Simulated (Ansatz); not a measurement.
Basis-set series for H6NSi2, SMILES `[SiH2]N[SiH3]` radical. The species carries charge 0 and has multiplicity 2. Geometry: relaxed with PBE0-D4/def2-TZVP.

| functional | basis | functions | energy (Eh) | HOMO (eV) | LUMO (eV) |
| --- | --- | --- | --- | --- | --- |
| PBE0-D4 | def2-TZVPP | 199 | -637.06619 | -5.52 | -1.91 |
| PBE0-D4 | def2-QZVPP | 377 | -637.09002 | -5.55 | -1.95 |
| ωB97M-V | def2-TZVPP | 199 | -637.29377 | -7.31 | -0.32 |
| ωB97M-V | def2-QZVPP | 377 | -637.31600 | -7.34 | -0.42 |

(1) Give the rows for def2-SVP. (Best estimate.)

## Answers

(1) Ansatz gave: 
```csv
functional,basis,functions,energy (Eh),HOMO (eV),LUMO (eV)
PBE0-D4,def2-SVP,80,-636.79033,-5.41,-1.82
ωB97M-V,def2-SVP,80,-637.01358,-7.18,-0.13
```

HOMO and LUMO are taken over both spins.
